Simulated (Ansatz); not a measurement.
Reaction (formal hydrolysis of the Si–F bond): `F[SiH]` + H₂O → `O[SiH]` + H–F

Program: Ansatz. Geometries: PBE0-D4/def2-TZVP. ΔE: electronic, gas phase. CBS: def2 TZ/QZ extrapolation, frozen cores. Functionals use def2-TZVPP. B3LYP here is the variant with VWN-RPA as its local correlation; programs differ in this.

`F[SiH]`:

```xyz
3

F    -0.052    0.239    1.217
Si   -0.113   -0.684   -0.104
H     0.165    0.446   -1.113
```

H₂O:

```xyz
3

O     0.109   -0.267    0.261
H     0.080   -0.360   -0.694
H    -0.189    0.628    0.433
```

`O[SiH]`:

Cartesian coordinates in Å:
```
O -0.363 0.616 -0.305
Si 0.143 -0.876 0.211
H -1.189 0.603 -0.796
H 1.408 -0.343 0.890
```

H–F:

Z-matrix (Å, degrees):
```
F
H 1 0.920
```

CCSD(T)/CBS gives +24.2 kJ/mol.

Question: Another level gave +23.5 kJ/mol. Which?
A. MP2/def2-TZVPP
B. RPA@PBE/def2-TZVPP
C. HF/def2-TZVPP
D. B3LYP/def2-TZVPP

Answer: B. RPA@PBE/def2-TZVPP 23.5, B3LYP 27.6, MP2/def2-TZVPP 19.5, HF/def2-TZVPP 32.2 kJ/mol.

Question: What do rigid-rotor, harmonic-oscillator terms from PBE0-D4/def2-TZVP frequencies (298.15 K, 1 bar) make of the CCSD(T)/CBS value? (An estimate is asked.)

Answer: Computed: ΔZPE = +1.3 kJ/mol, ΔH = +24.7 kJ/mol, ΔS = -12 J/(mol·K), ΔG = +28.3 kJ/mol.

Largest T1 diagnostic among the species: 0.016.

In def2-TZVPP, CCSD(T) changes the Hartree–Fock value by −10.2 kJ/mol (the triples alone add −2.2 kJ/mol) and MP2 by −12.8 kJ/mol. At CCSD(T), def2-SVP lies −4.3 kJ/mol from the extrapolated value and def2-TZVPP −2.2 kJ/mol. Leaving LDA and LC-ωPBE aside and taking each functional with its dispersion term where it has one, the values, not all of them listed here, spread over 7.7 kJ/mol, from revPBE-D4 to BHLYP-D4. LDA lies −5.1 kJ/mol from PBE without D4.
